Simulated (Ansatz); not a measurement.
Z-matrix (Å, degrees):
```
C
C 1 1.539
C 1 1.526 2 104.0
O 1 1.419 2 112.4 3 -121.2
H 1 1.091 2 112.1 3 121.5
C 2 1.544 1 106.5 3 19.1
H 2 1.092 1 110.7 3 -101.6
H 2 1.092 1 109.1 3 141.3
C 3 1.525 1 103.3 2 -37.8
H 3 1.091 1 111.8 2 -161.6
H 3 1.096 1 109.4 2 78.8
H 4 0.961 1 108.4 2 58.0
H 6 1.093 2 110.1 1 -111.3
H 6 1.092 2 112.8 1 129.7
H 9 1.097 3 110.2 1 -76.3
H 9 1.091 3 113.4 1 164.6
```

Charge 0, multiplicity 1.

Q: List the r2SCAN/def2-TZVPP orbital energies in eV (Ansatz 0.2.0). (An estimate is asked.)

A: Computed: Occupied: -515.51, -274.21, -273.01, -272.95, -272.82, -272.81, -26.76, -21.69, -18.52, -18.26, -14.94, -14.74, -12.87, -12.35, -11.43, -10.83, -10.18, -9.13, -8.68, -8.54, -8.49, -8.07, -7.71, -6.30. Lowest empty: 0.68, 1.36, 2.02, 2.53, 2.62, 3.20, 3.25, 3.36.
